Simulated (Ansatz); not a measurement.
# C₂H₇N: vertical ionisation energy

One table from this session's results is given with a row withheld; the runs are named, their logs left out.

Method: unrestricted cation, the program's frozen cores in correlated methods; program: Ansatz 0.2.0, Gaussian basis.

Levels to be run: UKS PBE-D4/def2-TZVPP; UKS r2SCAN-D4/def2-TZVPP; UKS PBE0-D4/def2-TZVPP; UKS B3LYP-D4/def2-TZVPP; UKS wB97X-V/def2-TZVPP; UKS wB97M-V/def2-TZVPP; UKS B2PLYP/def2-TZVPP; UHF-CCSD(T)/def2-TZVPP; UHF-MP2/def2-QZVPP; extrapolation to the limit; then −ε(HOMO) from the neutral's earlier runs with LDA (SPW92), PBE-D4, revPBE-D4, BLYP-D4, r2SCAN-D4, B97M-V, PBE0-D4, B3LYP-D4, r2SCANh-D4, r2SCAN0-D4, HSE06-D4, BHLYP-D4, CAM-B3LYP-D4, LC-ωPBE, ωB97X-V, ωB97M-V.

## The geometry

An earlier PBE0-D4 in a triple-zeta def2 set relaxation fixed the geometry.

SMILES `CCN`, 10 atoms, charge 0, spin multiplicity 1.

Atoms are counted from 1 here; the program's logs count them from 0.

Bond lengths: C1–C2 1.521 Å, C1–H4 1.094 Å, C1–H5 1.094 Å, C1–H6 1.094 Å, C2–N3 1.454 Å, C2–H7 1.095 Å, C2–H8 1.095 Å, N3–H9 1.013 Å, N3–H10 1.013 Å. Angles: C2–C1–H4 111.5°, C2–C1–H5 110.9°, C2–C1–H6 110.9°, H4–C1–H5 107.8°, H4–C1–H6 107.8°, H5–C1–H6 107.7°, C1–C2–N3 115.8°, C1–C2–H7 109.6°, C1–C2–H8 109.6°, N3–C2–H7 107.7°, N3–C2–H8 107.7°, H7–C2–H8 105.8°, C2–N3–H9 110.3°, C2–N3–H10 110.3°, H9–N3–H10 106.5°.

Set-up of the first run:

File in.yaml:

```yaml
crystal:
  periodic: [false, false, false]
  atoms:
    - {symbol: C, position_ang: [-0.785979, 0.492976, -0.521084]}
    - {symbol: C, position_ang: [0.079083, -0.652705, -0.017992]}
    - {symbol: N, position_ang: [1.196786, -0.274940, 0.831438]}
    - {symbol: H, position_ang: [-1.603423, 0.130892, -1.151568]}
    - {symbol: H, position_ang: [-0.194785, 1.198594, -1.112370]}
    - {symbol: H, position_ang: [-1.227034, 1.045490, 0.313915]}
    - {symbol: H, position_ang: [0.480853, -1.211487, -0.869257]}
    - {symbol: H, position_ang: [-0.539271, -1.362763, 0.540364]}
    - {symbol: H, position_ang: [0.864226, 0.220959, 1.650181]}
    - {symbol: H, position_ang: [1.812745, 0.361785, 0.339472]}
basis:
  gaussian: {orbitals: def2-TZVPP}
total_charge: 1
magnetization: {spin_polarized: true, initial_magnetization: 1}
hamiltonian: {xc: pbe, dispersion: d4}
```

Steps of the session up to this table: Cation, UKS PBE-D4/def2-TZVPP; Cation, UKS r2SCAN-D4/def2-TZVPP; Cation, UKS PBE0-D4/def2-TZVPP; Cation, UKS B3LYP-D4/def2-TZVPP; Cation, UKS wB97X-V/def2-TZVPP; Cation, UKS wB97M-V/def2-TZVPP; Cation, UKS B2PLYP (frozen core)/def2-TZVPP; Cation, UHF-CCSD(T)/def2-TZVPP; Cation, UHF-MP2/def2-QZVPP.

One of the session's tables, all rows but one given; the rest of the session is left out.

Orbital estimates, from the neutral's runs:

| functional | −ε(HOMO) (eV) |
| --- | --- |
| LDA (SPW92) | 5.44 |
| PBE-D4 | 5.32 |
| revPBE-D4 | 5.28 |
| BLYP-D4 | 5.23 |
| r2SCAN-D4 | 5.63 |
| B97M-V | 5.81 |
| PBE0-D4 | 6.82 |
| B3LYP-D4 | 6.59 |
| r2SCANh-D4 | 6.19 |
| r2SCAN0-D4 | 7.03 |
| HSE06-D4 | 6.41 |
| BHLYP-D4 | 8.26 |
| CAM-B3LYP-D4 | 8.29 |
| LC-ωPBE | ? |
| ωB97X-V | 9.32 |
| ωB97M-V | 9.24 |

**Question.** Estimate the row for LC-ωPBE.

As computed: −ε(HOMO) (eV): 9.67. In the column «−ε(HOMO) (eV)» it is the highest.
